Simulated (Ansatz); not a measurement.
# Worked example: H₂Al–AsH₂, triplet against H₂Al–AsH₂, singlet

Geometry (PBE0/def2-TZVP stationary point of a singlet), kept for both states (H2Al–AsH2, singlet: A'; H2Al–AsH2, triplet: A'):

```tsv
atom	x (Å)	y (Å)	z (Å)
Al	0.0319	0.0000	1.7496
As	-0.0385	0.0000	-0.6783
H	0.0000	1.3773	2.5371
H	0.0000	-1.3773	2.5371
H	1.0023	1.1086	-0.7464
H	1.0023	-1.1086	-0.7464
```

Basis cc-pVTZ; Ansatz 0.2.0. Correlated methods freeze the noble-gas cores and the filled d shells of p-block atoms. Prefix R: restricted or restricted open-shell reference; prefix U: unrestricted. No spin–orbit coupling is included, and no scalar relativity.

Full CI isn't at hand for all of this; UCCSDT(Q) serves as the reference, and is uncertain by about the last step of the cluster series.

```
    level  E(H2Al–AsH2, singlet) (hartree)  E(H2Al–AsH2, triplet) (hartree)
      UHF                     -2478.492533                     -2478.358644
     UMP2                     -2478.721572                     -2478.568784
 UCCSD(T)                     -2478.769741                     -2478.622119
      PBE                     -2480.261387                     -2480.127161
    B3LYP                     -2480.819354                     -2480.675735
UCCSDT(Q)                     -2478.771304                     -2478.624380
```

Problem. Give the vertical gap, H2Al–AsH2 triplet less H2Al–AsH2 singlet, at each level in eV (1 hartree = 27.2114 eV), and each error against UCCSDT(Q).

Solution. UCCSDT(Q): (-2478.624380 − (-2478.771304)) × 27.2114 = 3.998 eV (the reference)
B3LYP: (-2480.675735 − (-2480.819354)) × 27.2114 = 3.908 eV, error -0.090 eV
PBE: (-2480.127161 − (-2480.261387)) × 27.2114 = 3.652 eV, error -0.346 eV
UCCSD(T): (-2478.622119 − (-2478.769741)) × 27.2114 = 4.017 eV, error 0.019 eV
UMP2: (-2478.568784 − (-2478.721572)) × 27.2114 = 4.158 eV, error 0.160 eV
UHF: (-2478.358644 − (-2478.492533)) × 27.2114 = 3.643 eV, error -0.355 eV

Total energies of functionals can't be set beside those of wave-function methods, since they hold the core's correlation and their own absolute errors; only the differences compare.

Each level lands on the state that its own search finds. T1 diagnostics of restricted CCSD: 0.013 and 0.039.
